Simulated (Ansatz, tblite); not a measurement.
**SeBr2: rung by rung**

Aim: run the singlet of SeBr2 at one geometry on many levels, and compare frontier levels, spin and run time.

Computed with Ansatz 0.2.0, Gaussian basis. Level: as each input shows.

The runs, in order: GFN1-xTB, GFN2-xTB, PBE-D4/def2-TZVP, r2SCAN-D4/def2-TZVP, B97M-V/def2-TZVP, r2SCAN0-D4/def2-TZVP, r2SCANh-D4/def2-TZVP, ωB97M-V/def2-TZVP, LC-ωPBE/def2-TZVP, CAM-B3LYP-D4/def2-TZVP, ωB97X-V/def2-TZVP, PBE-D4/def2-SVP, PBE0-D4/def2-SVP, CCSD(T)/def2-TZVPP, MP2/def2-TZVP, RPA/def2-TZVP.

## Step 1: The relaxed structure

The singlet was relaxed beforehand with PBE-D4/def2-TZVP.

3 atoms, charge 0, spin multiplicity 1.

Bond lengths: Se1–Br2 2.334 Å, Se1–Br3 2.334 Å. Angles: Br2–Se1–Br3 103.8°.

PBE0-D4/def2-TZVP was run before; its log isn't repeated, and its numbers join the tables.

## Step 2: GFN1-xTB

Tight binding, by tblite at 300 K electronic temperature and without a spin-polarisation term:

```python
tblite.interface.Calculator('GFN1-xTB', numbers, positions, charge=0, uhf=0).singlepoint()
```

Energy -302.7972 eV, HOMO -10.59 eV, LUMO -8.23 eV; 0.008 s.

## Step 3: GFN2-xTB

Tight binding, by tblite at 300 K electronic temperature and without a spin-polarisation term:

```python
tblite.interface.Calculator('GFN2-xTB', numbers, positions, charge=0, uhf=0).singlepoint()
```

Energy -310.2049 eV, HOMO -11.27 eV, LUMO -8.88 eV; 0.007 s.

## Step 4: PBE-D4/def2-TZVP

start.molden holds the orbitals of an earlier run on this state, given as this run's starting guess.

Contents of in.yaml:

```yaml
crystal:
  periodic: [false, false, false]
  atoms:
    - {symbol: Se, position_ang: [0.004980, -0.006750, -0.960428]}
    - {symbol: Br, position_ang: [1.833609, -0.019581, 0.489913]}
    - {symbol: Br, position_ang: [-1.838589, 0.026332, 0.470515]}
basis:
  gaussian: {orbitals: def2-TZVP, initial_orbitals: start.molden}
hamiltonian: {xc: pbe, dispersion: d4}
scf: {omitted_lower_state_checks: [starts]}
output: {forces: true, orbitals: {seedname: orbitals}}
```

Command:

```sh
$ ansatz run in.yaml --threads 4 --pin off --events-out ev --progress --plain --max-ram 3916MiB
```

The runs that follow: r2SCAN-D4/def2-TZVP; B97M-V/def2-TZVP; r2SCAN0-D4/def2-TZVP; r2SCANh-D4/def2-TZVP; ωB97M-V/def2-TZVP; LC-ωPBE/def2-TZVP; CAM-B3LYP-D4/def2-TZVP; ωB97X-V/def2-TZVP; PBE-D4/def2-SVP; PBE0-D4/def2-SVP; CCSD(T)/def2-TZVPP; MP2/def2-TZVP; RPA/def2-TZVP.

Before running them: what should the planned runs give, taken together? Wanted: gap in def2-TZVP, named functionals, smallest and largest; correlation energy, CCSD(T)/def2-TZVPP; correlation energy, MP2/def2-TZVP; binding an atom, CCSD(T)/def2-TZVPP; PBE0 total energy, smallest basis above largest.

As calculated:

| quantity | value |
| --- | --- |
| gap in def2-TZVP, named functionals, smallest and largest | 1.72 eV (PBE-D4), 8.58 eV (LC-ωPBE) |
| correlation energy, CCSD(T)/def2-TZVPP | -23.28 eV |
| correlation energy, MP2/def2-TZVP | -22.11 eV |
| binding an atom, CCSD(T)/def2-TZVPP | 1.476 eV |
| PBE0 total energy, smallest basis above largest | 25.16 eV (def2-SVP, def2-TZVP) |

Orbital gaps of the named functionals in def2-TZVP span 1.72 eV (PBE-D4) to 8.58 eV (LC-ωPBE); exact exchange widens it. The functionals in def2-TZVP miss CCSD(T)/def2-TZVPP by -0.052 (LC-ωPBE) to +0.330 eV (PBE-D4) an atom. CCSD(T)/def2-TZVPP isn't at the basis-set limit; small misses against it rank nothing.
